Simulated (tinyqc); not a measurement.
Worked calculation: extended Hueckel theory, for SiH3+. The parameters take no account of the charge, which enters only through the electron count. One step of it, computed by the program tinyqc.

Question. Wolfsberg-Helmholz matrix. H_ij = K' S_ij (H_ii + H_jj)/2 for i != j (the diagonal keeps H_ii), with K' = K + D^2 + D^4 (1 - K), D = (H_ii - H_jj)/(H_ii + H_jj), K = 2.

overlap S, lower triangle:
```
           1Si 3s    1Si 3px    1Si 3py    1Si 3pz     2H 1s     3H 1s     4H 1s
1Si 3s   1.000000
1Si 3px  0.000000   1.000000
1Si 3py  0.000000   0.000000   1.000000
1Si 3pz  0.000000   0.000000   0.000000   1.000000
2H 1s    0.400603   0.508596   0.000000  -0.029523  1.000000
3H 1s    0.400572  -0.254269   0.440442  -0.029519  0.033685  1.000000
4H 1s    0.400572  -0.254269  -0.440442  -0.029519  0.033685  0.033676  1.000000
```

diagonal H_ii (eV): 1Si 3s -17.300000, 1Si 3px -9.200000, 1Si 3py -9.200000, 1Si 3pz -9.200000, 2H 1s -13.600000, 3H 1s -13.600000, 4H 1s -13.600000

K = 2.000000

Give: H.

Answer.

H (eV), lower triangle:
```
           1Si 3s   1Si 3px   1Si 3py  1Si 3pz     2H 1s     3H 1s     4H 1s
1Si 3s   -17.3000
1Si 3px    0.0000   -9.2000
1Si 3py    0.0000    0.0000   -9.2000
1Si 3pz    0.0000    0.0000    0.0000  -9.2000
2H 1s    -12.4661  -11.8039    0.0000   0.6852  -13.6000
3H 1s    -12.4651    5.9013  -10.2221   0.6851   -0.9162  -13.6000
4H 1s    -12.4651    5.9013   10.2221   0.6851   -0.9162   -0.9160  -13.6000
```
